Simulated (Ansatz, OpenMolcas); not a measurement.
A ladder of methods for PH2 (SMILES [PH2])

PH2: 3 atoms, total charge 0, spin state doublet. SMILES: `[PH2]`. The shape is that of a PBE0-D4/def2-TZVP optimisation.

```xyz
3

P     0.5257   -0.3094    0.2582
H     0.1146    1.0515    0.1767
H    -0.6404   -0.7421   -0.4350
```

Quantity: the vertical energy of the quartet above the doublet, in eV. The values are calculated.

| level | kind | program | value (eV) | CPU time (all runs) |
| --- | --- | --- | --- | --- |
| USVWN5/cc-pVTZ | LDA | Ansatz | 6.25 | 3.1 s |
| UPBE/cc-pVTZ | GGA | OpenMolcas | 6.05 | 27 s |
| UTPSS/cc-pVTZ | meta-GGA | OpenMolcas | 6.00 | 44 s |
| UPBE0/cc-pVTZ | global hybrid | Ansatz | 6.07 | 5.5 s |
| UCAM-B3LYP/cc-pVTZ | range-separated hybrid | Ansatz | 6.31 | 7.1 s |
| RPA@PBE0/cc-pVTZ | RPA | Ansatz | 6.19 | 7.2 s |
| UMP2/cc-pVTZ | perturbation theory | Ansatz | 6.19 | 1.4 s |
| UBCCD(T)/cc-pVTZ | coupled cluster or CI | Ansatz | 6.22 | 8 s |
| UCCSD/cc-pVTZ | coupled cluster or CI | Ansatz | 6.20 | 4.7 s |
| FCI/3-21G | exact in the basis | OpenMolcas | 6.51 | 6.1 s |

The values span 6.00 to 6.51 eV. High-level rows in very small sets aren't better than simpler rows in larger ones. CPU times are rough (shared hosts, several kinds of processor): they show what a rung costs within a factor of a few.
